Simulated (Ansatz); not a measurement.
# Dy (Dy, hcp): the cost of one run

Computed with Ansatz 0.2.0 (DFT, RPBE, plane waves (420 eV) with PAW, scalar-relativistic, unless a step's input says otherwise).

**1. Starting point**

Symmetry: P6_3/mmc, No. 194, hexagonal system. Conventional cell: a = 3.710 Å, b = 3.710 Å, c = 6.002 Å, α = 90.00°, β = 90.00°, γ = 120.00°. Dy (site symmetry -6m2) has 12 Dy at 3.69 to 3.71 Å as nearest neighbours.

Coordinates:

```cif
data_structure
_symmetry_space_group_name_H-M 'P6_3/mmc'
_symmetry_Int_Tables_number 194
_cell_length_a 3.7104
_cell_length_b 3.7104
_cell_length_c 6.0025
_cell_angle_alpha 90.000
_cell_angle_beta 90.000
_cell_angle_gamma 120.000
_cell_volume 71.56
loop_
_atom_site_label
_atom_site_type_symbol
_atom_site_symmetry_multiplicity
_atom_site_Wyckoff_symbol
_atom_site_fract_x
_atom_site_fract_y
_atom_site_fract_z
_atom_site_occupancy
Dy1 Dy 2 c 0.33333 0.66667 0.25000 1
```

**2. Volume x 1.0**

Input file input.yaml:

```yaml
crystal:
  lattice:
    - [3.7103569386, 0.0, 0.0]
    - [-1.8551784693, 3.2132633659, 0.0]
    - [0.0, 0.0, 6.0024579121]
  atoms:
    - { symbol: Dy, position: [0.3333333333, 0.6666666667, 0.25], spin: 4.676 }
    - { symbol: Dy, position: [0.6666666667, 0.3333333333, 0.75], spin: -4.676 }
hamiltonian:
  xc: rpbe
  pseudopotentials:
    kind: paw
    azcp:
      Dy: "pseudopotentials/Dy.paw.azcp"
basis:
  ecutwfc: 420
  fft_grid_basis: typed
kpoints:
  mp_grid: { grid: [13, 13, 7], shift: [0, 0, 0] }
magnetization:
  spin_polarized: true
scf:
  occupations: { method: fermi_dirac, width: 0.05 }
  lower_state_search: "off"
output:
  stress: true
  write_density: true
  write_potential: true
  elf: true
  volumetric_format: npy
```

Run with:

```
> ansatz run input.yaml --threads 4 --pin off --max-ram 8192MiB --backend cpu --events-out ev --progress --plain --runs-dir out
```

What time and memory should one allow on 4 threads of Arm Neoverse V1, shared host?

About 44 s, with a peak of 0.62 GiB.
